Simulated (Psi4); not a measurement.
**Two attempts at C2H2N2 (SMILES [H]/N=C/C#N)**

Aim: the energy of C2H2N2 at SOS-MP2/6-31G** (sfX2C, fitted SCF, Cartesian functions).

The results are computed with Psi4 1.11.

7 further runs of the same task are left out: 2 that didn't finish, 5 set aside as unsound or not needed.

### Step 1. Starting point

C2H2N2 has 6 atoms, charge 0, and is taken as a singlet. SMILES: `[H]/N=C/C#N`. The shape is that of a GFN2-xTB optimisation.

Bond lengths: N1–C2 1.145 Å, C2–C3 1.425 Å, C3–N4 1.256 Å, C3–H5 1.101 Å, N4–H6 1.017 Å. Angles: N1–C2–C3 177.4°, C2–C3–N4 120.5°, C2–C3–H5 112.8°, N4–C3–H5 126.8°, C3–N4–H6 115.9°.

### Step 2. First attempt

calc.py reads:

```python
import psi4

psi4.set_memory('1600 MB')
psi4.set_num_threads(1)
psi4.core.set_output_file('c2h2n2.out', False)

m = psi4.geometry("""
N      0.688470    -1.947810     1.152190
C      0.404610    -0.983360     0.605210
C      0.113160     0.238110    -0.068720
N     -1.021350     0.433600    -0.569790
H      0.968350     0.930790    -0.083620
H     -1.153240     1.328670    -1.035260
units bohr
symmetry c1
no_reorient
no_com
""")

psi4.set_options({
    'basis': '6-31G**',
    'freeze_core': True,
    'mp2_type': 'conv',
    'maxiter': 60,
    'relativistic': 'x2c',
})

result, w = psi4.energy('sos-mp2', molecule=m, return_wfn=True)
print(f'total energy {result:.8f} hartree = {result * 27.211386:.5f} eV')
for k, v in sorted(psi4.core.scalar_variables().items()):
    print(f'{k:45s} {v:18.10f}')
```

On the command line:

```sh
$ python calc.py
```

c2h2n2.out:

```text
[...]
  Running in c1 symmetry.
[...]
  Nuclear repulsion =  171.923049643106054
[...]
  Multiplicity = 1
[...]
  Nalpha       = 14
  Nbeta        = 14
[...]
    Number of basis functions: 70
[...]
    WARNING: The X2C and Dirac Hamiltonians have substatially different eigenvalues!
             This is probably caused by the recontraction of the basis set.
[...]
   @RHF iter   1:  -177.37573840836251    9.76640e+00   1.74521e-02 ADIIS/DIIS
[...]
   @RHF iter  12:  -177.83251683971474   -4.94538e-12   3.59396e-09 DIIS
[...]
    Orbital Energies [Eh]
    ---------------------
    Doubly Occupied:
       1A    -15.668041     2A    -15.647254     3A    -11.580804
       4A    -11.463555     5A     -1.604759     6A     -1.370293
       7A     -1.259045     8A     -1.130952     9A     -1.096942
      10A     -0.813837    11A     -0.706491    12A     -0.705213
      13A     -0.439639    14A     -0.286159
[...]
  @RHF Final Energy:  -177.83251683971474
   => Energetics <=
    Nuclear Repulsion Energy =            171.9230496431060544
    One-Electron Energy =                -571.9651614627259733
    Two-Electron Energy =                 222.2095949799051482
    Total Energy =                       -177.8325168397147422
[...]
 Multipole Moments:
 ------------------------------------------------------------------------------------
     Multipole            Electronic (a.u.)      Nuclear  (a.u.)        Total (a.u.)
 ------------------------------------------------------------------------------------
 L = 1.  Multiply by 2.5417464519 to convert [e a0] to [Debye]
 Dipole X            :         -0.3596752            0.5915700            0.2318948
 Dipole Y            :         14.0904019          -12.8115100            1.2788919
 Dipole Z            :         -6.6857363            6.1768600           -0.5088763
 Magnitude           :                                                    1.3958133
[...]
	SCS-MP2 Total Energy (a.u.)        :  -178.27256567446059
	SOS-MP2 Total Energy (a.u.)        :  -178.23031998561558
	SCSN-MP2 Total Energy (a.u.)       :  -178.05557407681641
[...]
	SOS-PI-MP2 Total Energy (a.u.)     :  -178.29662050993238
[...]
	MP2 Total Energy (a.u.)            :  -178.29075652783382
[...]
```

On the terminal:

```text
total energy -178.23031999 hartree = -4849.89403 eV
CURRENT CORRELATION ENERGY                         -0.3978031459
CURRENT ENERGY                                   -178.2303199856
CURRENT REFERENCE ENERGY                         -177.8325168397
DD SOLVATION ENERGY                                 0.0000000000
HF KINETIC ENERGY                                 209.0229365420
HF POTENTIAL ENERGY                              -386.8554533818
HF TOTAL ENERGY                                  -177.8325168397
HF VIRIAL RATIO                                     1.8507799181
MP2 CORRELATION ENERGY                             -0.4582396881
MP2 DOUBLES ENERGY                                 -0.4582396881
MP2 OPPOSITE-SPIN CORRELATION ENERGY               -0.3315026216
MP2 SAME-SPIN CORRELATION ENERGY                   -0.1267370665
MP2 SINGLES ENERGY                                  0.0000000000
MP2 TOTAL ENERGY                                 -178.2907565278
NUCLEAR REPULSION ENERGY                          171.9230496431
ONE-ELECTRON ENERGY                              -571.9651614627
PCM POLARIZATION ENERGY                             0.0000000000
PE ENERGY                                           0.0000000000
SCF ITERATION ENERGY                             -177.8325168397
SCF ITERATIONS                                     12.0000000000
SCF TOTAL ENERGY                                 -177.8325168397
SCS(N)-MP2 CORRELATION ENERGY                      -0.2230572371
SCS(N)-MP2 TOTAL ENERGY                          -178.0555740768
SCS-MP2 CORRELATION ENERGY                         -0.4400488347
SCS-MP2 TOTAL ENERGY                             -178.2725656745
SCS-MP2-VDW CORRELATION ENERGY                     -0.4876918889
SCS-MP2-VDW TOTAL ENERGY                         -178.3202087286
SOS-MP2 CORRELATION ENERGY                         -0.3978031459
SOS-MP2 TOTAL ENERGY                             -178.2303199856
SOS-PI-MP2 CORRELATION ENERGY                      -0.4641036702
SOS-PI-MP2 TOTAL ENERGY                          -178.2966205099
TWO-ELECTRON ENERGY                               222.2095949799
```

Wall time 3.3 s (1 thread of Intel Xeon Platinum 8375C at 2.90GHz (Ice Lake), shared host); peak memory 0.29 GiB.

### Step 3. What went wrong

The run finished; that doesn't make the result usable.

What is wrong: the coordinates are read in the wrong unit, so the molecule is scaled by the ratio of bohr to ångström. As the program read them, the closest atoms are 0.54 Å apart, against 1.02 Å in the sound input.

### Step 4. The mended input

c2h2n2.xyz reads:

```xyz
6
C2H2N2
N      0.688470    -1.947810     1.152190
C      0.404610    -0.983360     0.605210
C      0.113160     0.238110    -0.068720
N     -1.021350     0.433600    -0.569790
H      0.968350     0.930790    -0.083620
H     -1.153240     1.328670    -1.035260
```

job.py reads:

```python
import psi4

psi4.set_memory(1600000000)
psi4.set_num_threads(1)
psi4.set_output_file('output.dat', False)

with open('c2h2n2.xyz') as f:
    atoms = ''.join(f.readlines()[2:])
geom = psi4.geometry('0 1\n' + atoms + 'symmetry c1\nno_reorient\nno_com')

psi4.set_options(dict(basis='6-31G**', reference='rhf', freeze_core=True, mp2_type='conv', print=2, relativistic='x2c'))

energy_value, wavefunction = psi4.energy("sos-mp2", molecule=geom, return_wfn=True)
print('E =', round(energy_value, 9))
```

On the command line:

```sh
$ python job.py
```

output.dat:

```text
[...]
  Running in c1 symmetry.
[...]
  Nuclear repulsion =   90.977759860018807
[...]
  Multiplicity = 1
[...]
  Nalpha       = 14
  Nbeta        = 14
[...]
      Number of basis functions:        70
[...]
    WARNING: The X2C and Dirac Hamiltonians have substatially different eigenvalues!
             This is probably caused by the recontraction of the basis set.
[...]
   @RHF iter   1:  -185.74106833794190   -9.84054e-01   6.40399e-03 DIIS/ADIIS
[...]
   @RHF iter  13:  -185.84446796684281   -3.43050e-11   9.95181e-09 DIIS
[...]
    Orbital Energies [Eh]
    ---------------------
    Doubly Occupied:
       1A    -15.624510     2A    -15.608304     3A    -11.353115
       4A    -11.294924     5A     -1.274934     6A     -1.232396
       7A     -0.955608     8A     -0.744861     9A     -0.711295
      10A     -0.574662    11A     -0.549504    12A     -0.488811
      13A     -0.470785    14A     -0.448312
[...]
  @RHF Final Energy:  -185.84446796684281
   => Energetics <=
    Nuclear Repulsion Energy =             90.9777598600188071
    One-Electron Energy =                -430.9804130265426920
    Two-Electron Energy =                 154.1581851996810713
    Total Energy =                       -185.8444679668428137
[...]
 Multipole Moments:
 ------------------------------------------------------------------------------------
     Multipole            Electronic (a.u.)      Nuclear  (a.u.)        Total (a.u.)
 ------------------------------------------------------------------------------------
 L = 1.  Multiply by 2.5417464519 to convert [e a0] to [Debye]
 Dipole X            :         -0.8562470            1.1179053            0.2616583
 Dipole Y            :         25.8496196          -24.2102452            1.6393744
 Dipole Z            :        -12.3392918           11.6725737           -0.6667181
 Magnitude           :                                                    1.7890016
[...]
	SCS-MP2 Total Energy (a.u.)        :  -186.40389620194242
	SOS-MP2 Total Energy (a.u.)        :  -186.39700743584064
	SCSN-MP2 Total Energy (a.u.)       :  -186.10525668234564
[...]
	SOS-PI-MP2 Total Energy (a.u.)     :  -186.43951047191737
[...]
	MP2 Total Energy (a.u.)            :  -186.41767373414606
[...]
```

Standard output:

```text
E = -186.397007436
```

Wall time 3 s (1 thread of Intel Xeon Platinum 8375C at 2.90GHz (Ice Lake), shared host); peak memory 0.29 GiB.

### Step 5. Results

Level: SOS-MP2/6-31G** (sfX2C, fitted SCF, Cartesian functions).

| quantity | value |
| --- | --- |
| total energy | -186.39701 Eh |
| HOMO energy (Hartree–Fock orbitals) | -12.20 eV |
| LUMO energy (Hartree–Fock orbitals) | 2.22 eV |
| HOMO–LUMO gap (Hartree–Fock orbitals) | 14.42 eV |
| correlation energy (4 core orbitals frozen) | -552.5 mEh |

In words: The first attempt's energy was +222.227 eV off this one.
